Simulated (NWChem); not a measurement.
**Basis-set convergence for fluoromethane (CH3F)**

```xyz
5

C      0.6140    -0.1116     0.0000
F     -0.7404     0.1346     0.0000
H      0.8999    -0.6941     0.9041
H      0.8999    -0.6941    -0.9041
H      1.1799     0.8466     0.0000
```
Charge 0, spin multiplicity 1.

All runs are NWChem calculations. All single points use one geometry, from PBE/def2-SVP, a minimum by its harmonic frequencies.

Quantity: dipole moment at the level B3LYP.

B3LYP has NWChem's definition, with VWN1-RPA local correlation. The Pople sets run with spherical d functions.

In aug-cc-pVTZ the value is 1.78 D. Among STO-3G, 6-31G*, pcseg-1, 6-311++G**, def2-SVPD, cc-pVTZ, pcseg-2, def2-TZVPP, def2-TZVPD, which is the smallest basis within 0.1 D of it?

def2-SVPD, with 67 functions against 161 (also within reach: cc-pVTZ, pcseg-2, def2-TZVPP, def2-TZVPD). aug-cc-pVTZ isn't the basis-set limit itself, and a small set can land close by cancellation.

```
basis        functions  dipole moment (D)
-----------  ---------  -----------------
STO-3G              13               0.88
6-31G*              34               1.67
pcseg-1             43               1.90
6-311++G**          65               1.98
def2-SVPD           67               1.84
cc-pVTZ            102               1.73
pcseg-2            102               1.84
def2-TZVPP         104               1.78
def2-TZVPD         104               1.78
aug-cc-pVTZ        161               1.78
```
